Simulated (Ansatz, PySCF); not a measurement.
Gas-phase enthalpy of formation at 298 K, by the atomisation route, of FC(F)(F)F (SMILES; CF4, tetrafluoromethane). Structures are relaxed separately at B3LYP-D3(BJ)/def2-TZVP in Ansatz (a program for electronic structure). Valence correlation only, unless marked. Open shells are spin-unrestricted. No spin-orbit coupling. No relativistic terms. CBS(X,Y): correlation extrapolated as X^-3; Hartree-Fock from the larger set. The bracket is a focal-point correction in the basis named. Thermal terms are rigid-rotor harmonic-oscillator values from B3LYP-D3(BJ) frequencies (PySCF) at 298.15 K and 1 atm. 1 Eh = 627.5095 kcal/mol.

| species | count | E, RI-MP2/CBS(aug-cc-pVTZ,aug-cc-pVQZ)+[CCSD(T)-MP2]/aug-cc-pVTZ (Ansatz) (Eh) | E, PBE/def2-TZVPD (Ansatz) (Eh) | measured ΔHf at 0 K (kcal/mol) | H(298) - H(0) of the element (kcal/mol) |
|---|---|---|---|---|---|
| FC(F)(F)F | 1 | -437.22343 | -437.27870 | - | - |
| C atom | 1 | -37.79159 | -37.79605 | 169.98 | 0.25 |
| F atom | 4 | -99.66721 | -99.67049 | 18.47 | 1.05 |

Molecule: zero-point energy 10.54, H(298) - H(0) 3.06 kcal/mol. The route leaves out scalar relativity and anharmonic zero-point terms, the atoms' spin-orbit terms, and in the frozen-core level the core correlation. Atomic data: G2/97 table in ASE.

Work out De, D0 and ΔHf at 0 and 298 K at both levels, and their errors against the measured value.


The atoms' values sum to 243.86 (0 K) and 4.45 (thermal), in kcal/mol.
- RI-MP2/CBS(aug-cc-pVTZ,aug-cc-pVQZ)+[CCSD(T)-MP2]/aug-cc-pVTZ: De = 478.79; D0 = 478.79 - 10.54 = 468.25; ΔHf(0 K) = 243.86 - 468.25 = -224.39; ΔHf(298 K) = -224.39 + 3.06 - 4.45 = -225.78; error -2.7.
- PBE/def2-TZVPD: De = 502.44; D0 = 502.44 - 10.54 = 491.90; ΔHf(0 K) = 243.86 - 491.90 = -248.04; ΔHf(298 K) = -248.04 + 3.06 - 4.45 = -249.43; error -26.3.
Measured: -223.1 kcal/mol (Active Thermochemical Tables 1.112 (ions: stationary electron), as tabulated in the package chemicals).
